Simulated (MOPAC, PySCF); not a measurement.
C3H6, SMILES `C(=C)C`, neutral singlet in the gas phase. 

Cartesian coordinates (Å):
```xyz
9

C      1.3200    -0.1657    -0.3867
C      0.2819    -0.1599     0.4375
C     -1.1116     0.2042     0.0568
H      2.3124    -0.4413    -0.0494
H      1.2125     0.1056    -1.4329
H      0.4376    -0.4399     1.4779
H     -1.1804     0.4708    -0.9996
H     -1.8003    -0.6251     0.2474
H     -1.4720     1.0513     0.6492
```
Charge 0, spin multiplicity 1.

All levels are single points at this geometry (PBE0-D4/def2-TZVP); Pople sets use spherical d functions. Orbital energies aren't observables, and empty levels follow the basis.

```json
[
 {"level": "B3LYP-D3(BJ)/def2-TZVP in PySCF", "HOMO (eV)": "-7.15", "LUMO (eV)": "0.20", "gap (eV)": "7.35", "dipole (D)": "0.41", "vertical IE, Delta-SCF (eV)": "–"},
 {"level": "PBE-D3(BJ)/def2-TZVP in PySCF", "HOMO (eV)": "-6.24", "LUMO (eV)": "-0.60", "gap (eV)": "5.64", "dipole (D)": "0.43", "vertical IE, Delta-SCF (eV)": "–"},
 {"level": "PBE0-D4/def2-TZVP in PySCF", "HOMO (eV)": "-7.37", "LUMO (eV)": "0.46", "gap (eV)": "7.83", "dipole (D)": "0.42", "vertical IE, Delta-SCF (eV)": "–"},
 {"level": "B3LYP/6-311+G** in PySCF", "HOMO (eV)": "-7.16", "LUMO (eV)": "0.06", "gap (eV)": "7.22", "dipole (D)": "0.43", "vertical IE, Delta-SCF (eV)": "–"},
 {"level": "B3LYP/6-31G* in PySCF", "HOMO (eV)": "-6.81", "LUMO (eV)": "0.83", "gap (eV)": "7.64", "dipole (D)": "0.36", "vertical IE, Delta-SCF (eV)": "9.59"},
 {"level": "BP86/6-31G* in PySCF", "HOMO (eV)": "-5.98", "LUMO (eV)": "-0.15", "gap (eV)": "5.83", "dipole (D)": "0.39", "vertical IE, Delta-SCF (eV)": "–"},
 {"level": "M06-2X/6-31G* in PySCF", "HOMO (eV)": "-8.35", "LUMO (eV)": "1.98", "gap (eV)": "10.33", "dipole (D)": "0.34", "vertical IE, Delta-SCF (eV)": "–"},
 {"level": "PBE/6-31G* in PySCF", "HOMO (eV)": "-5.88", "LUMO (eV)": "-0.05", "gap (eV)": "5.83", "dipole (D)": "0.39", "vertical IE, Delta-SCF (eV)": "9.56"},
 {"level": "HF/3-21G in PySCF", "HOMO (eV)": "-9.75", "LUMO (eV)": "5.22", "gap (eV)": "14.97", "dipole (D)": "0.33", "vertical IE, Delta-SCF (eV)": "–"},
 {"level": "HF/6-31G* in PySCF", "HOMO (eV)": "-9.66", "LUMO (eV)": "5.18", "gap (eV)": "14.84", "dipole (D)": "0.31", "vertical IE, Delta-SCF (eV)": "8.32"},
 {"level": "HF/STO-3G in PySCF", "HOMO (eV)": "-8.40", "LUMO (eV)": "8.81", "gap (eV)": "17.22", "dipole (D)": "0.26", "vertical IE, Delta-SCF (eV)": "–"},
 {"level": "AM1 in MOPAC", "HOMO (eV)": "-10.07", "LUMO (eV)": "1.38", "gap (eV)": "11.44", "dipole (D)": "0.23", "vertical IE, Delta-SCF (eV)": "–"},
 {"level": "PM6 in MOPAC", "HOMO (eV)": "-10.07", "LUMO (eV)": "1.36", "gap (eV)": "11.44", "dipole (D)": "0.64", "vertical IE, Delta-SCF (eV)": "–"}
]
```
